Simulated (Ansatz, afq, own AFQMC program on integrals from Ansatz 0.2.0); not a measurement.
AFQMC on a folder of integrals that Ansatz 0.2.0 wrote.

```yaml
crystal:
  periodic: [false, false, false]
  atoms:
    - {symbol: C, position_ang: [0.000000, 0.000000, 0.000000]}
    - {symbol: Na, position_ang: [0.000000, 0.000000, 4.205000]}
basis:
  gaussian: {orbitals: cc-pVDZ}
magnetization: {spin_polarized: true, initial_magnetization: 3}
correlation: {method: ccsd_t, electrons: outside_noble_gas, hamiltonian_folder: ham}
```

```sh
$ ansatz run in.yaml --threads 1 --pin off --events-out ev --progress --plain --max-ram 16896MiB --backend cuda --devices 0, --max-vram 18GiB
```

Options of the walk:

```
--method phaseless --trial cisd --walkers 4000 --populations 20 --least-time 60 --time-step 0.005 --steps-per-block 50 --equilibration-blocks 40 --max-blocks 4000 --target-error 0.00027 --factor-cut 1e-05 --start spin_pure --seed 1838 --release-times 0.24,0.51,0.99,1.62,2.4 --release-step 0.03 --release-every 3 --taylor-order 6
```

Times are imaginary, in 1/Eh. The walk had a cap of 122 s. With eight or more populations the least sampling time is a fifth of least-time, and the error comes from their spread.

```
orbitals 26  electrons 4 1  factors 156 of 300
reference energy -199.54065276 Eh
CCSD correlation -0.07590529 Eh in 15 cycles, weight of the determinant in the CISD state 0.9239
energy of the start -199.616526 Eh
 block  time / (1/Eh)  mean weight  energy / Eh
     1     0.250  1.0001  -199.616597
     2     0.500  0.9998  -199.616863
     3     0.750  0.9999  -199.617149
     4     1.000  1.0000  -199.617366
     5     1.250  1.0000  -199.617477
     8     2.000  1.0000  -199.617856
    11     2.750  0.9998  -199.617820
    17     4.250  0.9999  -199.617988
    23     5.750  1.0000  -199.617849
    27     6.750  0.9998  -199.618623
    29     7.250  0.9998  -199.617751
    35     8.750  0.9999  -199.618303
    41    10.250  1.0000  -199.617727
    47    11.750  1.0000  -199.617701
    53    13.250  1.0001  -199.617805
    59    14.750  1.0001  -199.617623
    65    16.250  0.9999  -199.617705
    71    17.750  0.9999  -199.617709
    77    19.250  0.9999  -199.618025
    81    20.250  0.9999  -199.617429
    83    20.750  0.9999  -199.617508
    89    22.250  1.0001  -199.617634
error from the spread of 20 populations
released: time / (1/Eh)  energy / Eh  error  mean overlap
  0.24  -199.617821  0.000067  0.9990
  0.51  -199.617898  0.000048  1.0008
  0.99  -199.617888  0.000053  1.0000
  1.62  -199.618031  0.000056  0.9984
  2.40  -199.618075  0.000037  0.9928
energy -199.617718 +/- 0.000039 Eh
(rows thinned)
```

**Question.** Estimate how long the walk took on 1 × NVIDIA H100 80GB HBM3 with 2 threads of AMD EPYC 7R13 Processor (Zen 3), on a shared host (the card was shared).

**Answer.** 28 s of wall time.

The run passed its tests (sampling time, drift between the halves within three errors, error under three times the target), which doesn't prove that it has relaxed.

Against this walk (error 1.1 meV) on the same determinant: CCSD(T) 1.1 meV higher (within the noise), CCSDT(Q) 12.0 meV lower, CCSDTQ 12.3 meV lower, full CI 12.3 meV lower. The error is statistical and leaves out the bias of the constraint. Released to 2.40 1/Eh the energy lies 9.7 ± 1.5 meV (both errors) below the phaseless value, which shows part or all of the bias of the constraint, and full CI lies 2.6 meV below the released value. Full CI is exact here, so the walk's 12 meV above it is the walk's own error: the bias of the constraint with this trial.

Cautions: constraint bias not in the error; lower spins were not checked; strong correlation (T1 0.053, weight of the determinant 0.92, largest double 0.07).

CCSDT and higher add their correlation energy to the determinant of the CCSD(T) run, since their own runs factorise the integrals more tightly (a shift of under 2 meV). A walk keeps the symmetry of its determinant, which the program's search chose and which needn't be the lowest solution, so a lower state of the same spin and another symmetry isn't excluded.
